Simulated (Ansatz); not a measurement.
# Worked example: HAl–CH, doublet against HAl–CH, quartet

Geometry (PBE0/def2-TZVP stationary point of a quartet), kept for both states (HAl–CH, quartet: A''; HAl–CH, doublet: A''):

```xyz
4

Al    0.0000   -0.0744    0.6134
C     0.0000    0.0101   -1.3080
H     0.0000    1.3217    1.4205
H     0.0000    0.5490   -2.2537
```

Basis 6-31G; Ansatz 0.2.0. Only valence electrons are correlated (noble-gas cores frozen). Prefix R: restricted or restricted open-shell reference; prefix U: unrestricted.

Full CI is exact within this basis and frozen core; it isn't the basis-set limit. The frozen core follows each run's orbitals, which can shift R against U totals by a few meV.

Unrestricted rows (U, and Kohn–Sham where it breaks symmetry) aren't spin-pure: their determinants' ⟨S²⟩ exceeds S(S+1) by up to 0.98, so they mix in states of higher spin.

| level | E(HAl–CH, quartet) (hartree) | E(HAl–CH, doublet) (hartree) |
| --- | --- | --- |
| UHF | -280.782677 | -280.780851 |
| UMP2 | -280.855216 | -280.854228 |
| UCCSD(T) | -280.879847 | -280.881032 |
| PBE | -281.320001 | -281.324499 |
| r2SCAN | -281.469029 | -281.471588 |
| full CI | -280.880576 | -280.882851 |

Task: Give the vertical gap, HAl–CH doublet less HAl–CH quartet, at each level in eV (1 hartree = 27.2114 eV), and each error against full CI.

Result: full CI: (-280.882851 − (-280.880576)) × 27.2114 = -0.062 eV (the reference)
r2SCAN: (-281.471588 − (-281.469029)) × 27.2114 = -0.070 eV, error -0.008 eV
PBE: (-281.324499 − (-281.320001)) × 27.2114 = -0.122 eV, error -0.060 eV
UCCSD(T): (-280.881032 − (-280.879847)) × 27.2114 = -0.032 eV, error 0.030 eV
UMP2: (-280.854228 − (-280.855216)) × 27.2114 = 0.027 eV, error 0.089 eV
UHF: (-280.780851 − (-280.782677)) × 27.2114 = 0.050 eV, error 0.112 eV

Total energies of functionals can't be set beside those of wave-function methods, since they hold the core's correlation and their own absolute errors; only the differences compare.

The set has no polarisation functions, so the order and spacing of states can differ from the basis-set limit.

In so small a basis the reference is far from its limit while semilocal and hybrid functionals are nearer theirs, so the functionals' errors here hold much of the reference's basis and frozen-core error, which can add to them or hide them.

Each level lands on the state that its own search finds. T1 diagnostics of restricted CCSD: 0.025 and 0.186.
